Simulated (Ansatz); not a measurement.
hcp Lu was calculated with r²SCAN (Ansatz, a program for electronic structure, plane waves, PAW).

Settings: plane-wave cutoff 500 eV, 24×24×14 k mesh (along the axes of the cell as run), Fermi–Dirac smearing 0.1 eV, scalar-relativistic PAW data made under PBE.

Computed at the level's own relaxed cell.

Problem. Estimate the equilibrium volume per atom, lattice constant a and lattice parameter c that the calculation returns.

Solution. 
- equilibrium volume per atom = 29.11 Å³/atom
- lattice constant a = 3.505 Å
- lattice parameter c = 5.473 Å

Measured, for comparison: equilibrium volume per atom 29.52 Å³/atom (room temperature, not corrected to a static lattice; as tabulated in Söderlind et al. (2014), doi:10.1088/0953-8984/26/41/416001); lattice constant a 3.505 Å (293 K, not corrected to a static lattice; as tabulated in Wikipedia's data pages); lattice parameter c 5.549 Å (293 K, not corrected to a static lattice, our sources range from 5.549 to 5.563; as tabulated in Wikipedia's data pages). Computed (rounded) less measured: equilibrium volume per atom -1.4 %, lattice constant a 0.0 %, lattice parameter c -1.4 % (-1.4 % to -1.6 % over the range). A static lattice is as a rule a little smaller and stiffer than an uncorrected measurement, which narrows the difference in the equilibrium volume per atom, lattice parameter c and would widen misses of the other sign.

Spin–orbit coupling is not included.

Static lattice: no zero-point or thermal effects.
